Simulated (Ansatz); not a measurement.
```xyz
10

C     1.094   -1.818   -0.863
C     0.281   -1.019   -0.492
C    -0.688   -0.043   -0.011
C    -0.034    1.169    0.615
F    -1.490    0.373   -1.067
H     1.811   -2.529   -1.201
H    -1.354   -0.531    0.710
H    -0.802    1.868    0.948
H     0.569    0.867    1.473
H     0.613    1.662   -0.111
```

The species carries charge 0 and has multiplicity 1.

**Question.** List the ωB97M-V/def2-TZVPP orbital energies in eV (Ansatz). (An estimate is asked.)

**Answer.** The calculation gave: Occupied: -677.27, -284.38, -281.76, -281.65, -281.62, -36.25, -25.41, -23.56, -21.10, -18.10, -17.12, -16.83, -15.77, -14.01, -13.85, -12.80, -12.57, -10.74, -10.41. Lowest empty: 2.38, 2.63, 3.35, 3.46, 3.85, 4.77, 4.86, 5.28.
